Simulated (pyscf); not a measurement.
`[SH][GeH2][SH]` + `[H][H]` -> `[SH][GeH3]` + `[SH2]`, a four-centre exchange (singlet surface; Ge–S, H–H broken, Ge–H, H–S formed). Optimised with ωB97X-D3(BJ)/def2-SVP in PySCF. Energies in kcal/mol from the separated reactants.

Small-basis levels: PySCF, no dispersion term, spherical d functions. GFN2-xTB: tblite. Cost: rough CPU time at the saddle relative to B3LYP/6-31G*+LANL2DZ, from one job on a shared machine.

| level | barrier | reaction energy | cost |
|---|---|---|---|
| BP86/6-31G*+LANL2DZ | 52.7 | +6.8 | 2 |
| PBE/6-31G*+LANL2DZ | 51.3 | +7.2 | 1 |
| B3LYP/LANL2DZ | 56.8 | +5.3 | 0.7 |
| B3LYP/6-31G*+LANL2DZ | 60.2 | +5.1 | 1 |
| M06-2X/6-31G*+LANL2DZ | 61.8 | +8.6 | 2 |
| B3LYP/6-311+G**+LANL2DZ | 54.7 | +1.5 | 2 |
| PBE/def2-SVP | 44.3 | +6.8 | 2 |
| B3LYP/def2-SVP | 52.6 | +4.6 | 2 |
| GFN2-xTB | 47.7 | +5.2 | under 0.02 |
| ωB97M-D3(BJ)/def2-TZVP | 56.6 | +6.7 | – |

Against the last row the barrier runs from -12.4 (PBE/def2-SVP) to +5.1 kcal/mol (M06-2X/6-31G*+LANL2DZ). ωB97M-D3(BJ)/def2-TZVP has limits of its own. This is the saddle that the search found; another between the same sides may lie lower. In the def2 sets elements up to Kr have no core potential.
